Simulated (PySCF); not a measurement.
Molecule: `C(=C)CC(N)=S`, C4H7NS.

Geometry:
```csv
atom,x (Å),y (Å),z (Å)
C1,2.064,0.669,0.118
C2,1.248,-0.305,-0.292
C3,-0.013,-0.097,-1.073
C4,-1.279,-0.430,-0.300
N5,-1.239,-0.095,0.996
S6,-2.602,-1.099,-1.021
H7,1.864,1.718,-0.125
H8,2.970,0.454,0.692
H9,1.485,-1.345,-0.035
H10,-0.093,0.957,-1.392
H11,-0.025,-0.708,-1.985
H12,-2.055,-0.259,1.572
H13,-0.395,0.289,1.407
```

Geometry PBE0-D3(BJ)/def2-SVP throughout; GIAO in PySCF 2.14, gas phase, one conformer, non-relativistic; equivalent atoms averaged; basis pcSseg-1.

For orientation, HF gives these shifts δ (against TMS, NH3 at the same level): C4 231.9, C2 143.7, C3 47.5, N5 139.4, H12 6.42, H13 6.17, H9 5.87, H7 5.48, H10/H11 3.24 ppm.

A run gave: C4 186.9, C2 136.8, C3 52.3, N5 148.5, H12 6.21, H13 6.48, H9 6.04, H7 5.42, H10/H11 3.40 ppm (shifts δ (against TMS, NH3 at the same level)).

Q: Which functional was used in that run?
A. LC-wPBE
B. OPBE
C. LDA
D. B97-D

A: B. C4 tells them apart best: OPBE gives 186.9, B97-D gives 193.7, LC-wPBE gives 223.4, LDA gives 203.5 ppm.
